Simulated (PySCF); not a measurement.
Species: BFH₃P.
Bonds: F1–B2, B2–P3. Hydrogens: H4 on B2; H5, H6 on P3.

A GFN2-xTB structure was refined with PBE0-D3(BJ)/def2-SVP geometry optimisation, gas phase in PySCF. Its GFN2-xTB values:

```json
{"coordinate": "F1–B2", "GFN2-xTB": "1.315 Å"}
{"coordinate": "B2–P3", "GFN2-xTB": "1.887 Å"}
{"coordinate": "B2–H4", "GFN2-xTB": "1.175 Å"}
{"coordinate": "P3–H5", "GFN2-xTB": "1.380 Å"}
{"coordinate": "F1–B2–P3", "GFN2-xTB": "119.4°"}
{"coordinate": "F1–B2–H4", "GFN2-xTB": "116.7°"}
{"coordinate": "B2–P3–H5", "GFN2-xTB": "98.7°"}
{"coordinate": "B2–P3–H6", "GFN2-xTB": "98.0°"}
{"coordinate": "P3–B2–H4", "GFN2-xTB": "123.5°"}
{"coordinate": "H5–P3–H6", "GFN2-xTB": "95.8°"}
```

**Question.** How do these coordinates change at the PBE0-D3(BJ)/def2-SVP level?

**Answer.** 
```csv
coordinate,PBE0-D3(BJ)/def2-SVP (Å or °),change
P3–H5,1.424,+0.044
B2–H4,1.211,+0.036
B2–P3,1.909,+0.022
F1–B2,1.321,+0.006
H5–P3–H6,97.8,+2.0
P3–B2–H4,121.9,-1.6
B2–P3–H6,96.7,-1.3
F1–B2–H4,117.8,+1.1
F1–B2–P3,120.1,+0.7
B2–P3–H5,98.7,0.0
```

The energy falls by 0.074 eV over 8 energy and gradient evaluations, the largest force component goes from 0.0219 to 2.8e-04 Eh/bohr, and the atoms move by 0.038 Å rms after alignment. Among the bonds, P3–H5 and P3–H6 change most and about equally (+0.044 Å). Bonds longer at the end by more than 0.005 Å: 5 of 5; shorter: 0. Rotational constants go from 43308, 4977, 4587 to 41911, 4861, 4477 MHz.

The run used 61 basis functions and 44 SCF cycles in all. The run took 8.6 s wall on an Intel Xeon Platinum 8375C at 2.90 GHz with one thread, no GPU, shared host, and the process peaked at 0.30 GiB of memory.

No frequency check. One conformer, not necessarily the lowest.

The values belong to the conformer `[F:1][BH:2][PH2:3]`: H–P3–B2–F1 -40°, H–P3–B2–F1 -139°.
